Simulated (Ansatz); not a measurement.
**C3H6N radical: basis-set convergence**

How large a basis does C3H6N radical need? Two functionals are run in growing sets.

Program: Ansatz 0.2.0, Gaussian basis. Level of theory: one geometry, several basis sets. These are calculated values, not measurements.

Levels to be run: PBE0-D4/def2-SVP; ωB97M-V/def2-SVP; PBE0-D4/def2-QZVPP; ωB97M-V/def2-QZVPP; the functionals' def2-TZVPP values are taken from earlier runs.

## (1) Structure used throughout

The geometry comes from an earlier relaxation with PBE0-D4 in a triple-zeta def2 set; it is a stationary point, not always the lowest conformer.

SMILES `C=C[N]C`, 10 atoms, charge 0, spin multiplicity 2.

Atoms are counted from 1 here; the program's logs count them from 0.

Bond lengths: C1–C2 1.387 Å, C1–H5 1.083 Å, C1–H6 1.082 Å, C2–N3 1.307 Å, C2–H7 1.099 Å, N3–C4 1.430 Å, C4–H8 1.096 Å, C4–H9 1.100 Å, C4–H10 1.096 Å. Angles: C2–C1–H5 119.7°, C2–C1–H6 121.1°, H5–C1–H6 119.2°, C1–C2–N3 121.6°, C1–C2–H7 118.2°, N3–C2–H7 120.2°, C2–N3–C4 117.0°, N3–C4–H8 109.2°, N3–C4–H9 114.3°, N3–C4–H10 109.3°, H8–C4–H9 108.9°, H8–C4–H10 106.0°, H9–C4–H10 108.8°.

## (2) PBE0-D4 in def2-SVP

The input, in.yaml:

```yaml
crystal:
  periodic: [false, false, false]
  atoms:
    - {symbol: C, position_ang: [-0.942272, 1.415647, -1.014021]}
    - {symbol: C, position_ang: [-0.066464, 0.623715, -0.286965]}
    - {symbol: N, position_ang: [-0.374733, -0.598008, 0.059361]}
    - {symbol: C, position_ang: [0.601669, -1.327722, 0.808003]}
    - {symbol: H, position_ang: [-1.907179, 1.020531, -1.305662]}
    - {symbol: H, position_ang: [-0.678519, 2.426052, -1.296928]}
    - {symbol: H, position_ang: [0.905732, 1.049897, -0.003437]}
    - {symbol: H, position_ang: [0.854959, -2.248110, 0.270487]}
    - {symbol: H, position_ang: [1.526433, -0.768296, 1.011299]}
    - {symbol: H, position_ang: [0.163474, -1.645005, 1.760761]}
basis:
  gaussian: {orbitals: def2-SVP}
magnetization: {spin_polarized: true, initial_magnetization: 1}
hamiltonian: {xc: pbe0, dispersion: d4}
output: {orbitals: {seedname: orbitals}}
```

Further steps of the session: ωB97M-V in def2-SVP; PBE0-D4 in def2-QZVPP; ωB97M-V in def2-QZVPP.

Q: Predict the results of all the runs planned. Wanted: PBE0-D4: double and triple zeta above quadruple; ωB97M-V: double and triple zeta above quadruple.

**Answer**, as computed:

| quantity | value |
| --- | --- |
| PBE0-D4: double and triple zeta above quadruple | 5.49, 0.27 eV |
| ωB97M-V: double and triple zeta above quadruple | 5.77, 0.26 eV |

In words: For PBE0-D4 the step from double to triple zeta gains 5.22 eV and the next only 0.27 eV. Total energies overstate the basis error of differences, where much of it tends to cancel.
